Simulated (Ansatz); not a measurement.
**Tetradymite Bi2Se3**

These are r²SCAN+SOC (Ansatz, a quantum-chemistry and plane-wave program, plane waves, PAW) values and carry that method's errors.

Settings: plane-wave cutoff 560 eV, 10×10×10 k mesh, Fermi–Dirac smearing 0.01 eV, PAW data made under PBE.

Cell: measured lattice: a = b = 4.143 Å, c = 28.636 Å, α = β = 90.00°, γ = 120.00°.

| Item | Result |
|---|---|
| band gap | 0.21 eV (direct) |

Measured, for comparison: band gap 0.3 eV (temperature not stated, not corrected to a static lattice; as tabulated in Park and Ryu (2016), arXiv:1610.06451).

Note: cell and atoms aren't relaxed at this level (largest force component 0.11 eV/Å, pressure 1.7 GPa).

Computed values are for the static lattice.
